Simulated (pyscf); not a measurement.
Four-centre exchange: H₃Si–O–PH₂ + water (H₂O) → HO–PH–O–SiH₃ + hydrogen (H₂)

Gas phase, singlet surface, charge 0. Bonds broken: P1–H4, O9–H10. Bonds formed: P1–O9, H4–H10. Structures and frequencies: ωB97X-D3(BJ)/def2-SVP in PySCF.

Transition state (Å):

```xyz
11

P     -1.4510    -0.5661     1.2344
O      0.0985    -0.1250     0.6981
Si     0.6096     0.4873    -0.7661
H     -3.2246    -0.3874     1.3252
H     -1.8236    -1.2248     0.0262
H      0.5675     1.9787    -0.7528
H      2.0107     0.0465    -1.0044
H     -0.2727    -0.0194    -1.8609
O     -2.0375     1.2097     0.6481
H     -2.9576     0.6918     0.9608
H     -1.7602     1.8841     1.2902
```

One imaginary mode, 1198i cm⁻¹; descent along it reached the two sides named.

```csv
bond,change,reactant side (Å),saddle,product side
P1–H4,breaks,1.437,1.785,4.1
O9–H10,breaks,0.965,1.101,2.457
P1–O9,forms,3.8,1.960,1.672
H4–H10,forms,3.1,1.170,0.762
```

Electronic energies relative to the separated reactants (kcal/mol):

```json
[
 {"level": "ωB97X-D3(BJ)/def2-TZVP", "barrier": "54.7", "reaction energy": "-6.1", "reverse barrier": "60.8"},
 {"level": "PBE/def2-TZVP", "barrier": "45.2", "reaction energy": "-5.5", "reverse barrier": "50.7"},
 {"level": "r²SCAN/def2-TZVP", "barrier": "48.5", "reaction energy": "-6.9", "reverse barrier": "55.4"},
 {"level": "B3LYP-D3(BJ)/def2-TZVP", "barrier": "52.3", "reaction energy": "-6.0", "reverse barrier": "58.3"},
 {"level": "PBE0-D3(BJ)/def2-TZVP", "barrier": "50.3", "reaction energy": "-4.6", "reverse barrier": "54.9"},
 {"level": "M06-2X/def2-TZVP", "barrier": "53.8", "reaction energy": "-7.4", "reverse barrier": "61.2"},
 {"level": "ωB97M-D3(BJ)/def2-TZVP", "barrier": "53.0", "reaction energy": "-5.8", "reverse barrier": "58.8"},
 {"level": "HF/def2-TZVP", "barrier": "77.5", "reaction energy": "-2.2", "reverse barrier": "79.7"}
]
```

With ωB97M-D3(BJ)/def2-TZVP energies and thermal terms (ideal gas, 1 atm, RRHO with modes under 100 cm⁻¹ raised to 100, one conformer, R ln 2 for chiral ones without a mode under 150 cm⁻¹), in kcal/mol:

```json
[
 {"T (K)": "298", "ΔH‡": "50.7", "ΔG‡": "62.2", "ΔH": "-8.4", "ΔG": "-5.6"},
 {"T (K)": "600", "ΔH‡": "50.9", "ΔG‡": "73.9", "ΔH": "-7.4", "ΔG": "-3.1"},
 {"T (K)": "900", "ΔH‡": "51.6", "ΔG‡": "85.3", "ΔH": "-6.5", "ΔG": "-1.2"},
 {"T (K)": "1200", "ΔH‡": "52.5", "ΔG‡": "96.4", "ΔH": "-5.8", "ΔG": "+0.5"}
]
```

The same reactants have a lower exit, to HO–PH₂ + HO–SiH₃ (barrier +23.8 kcal/mol at ωB97M-D3(BJ)/def2-TZVP, against +53.0 kcal/mol here). H₃Si–O–PH₂ lies 5.7 kcal/mol over its isomer HO–SiH₂–PH₂ (electronic energy, ωB97M-D3(BJ)/def2-TZVP). HO–PH–O–SiH₃ lies 16.1 kcal/mol over its isomer HO–SiH₂–O–PH₂ (electronic energy, ωB97M-D3(BJ)/def2-TZVP). One saddle was located; it need not be the lowest between these sides.
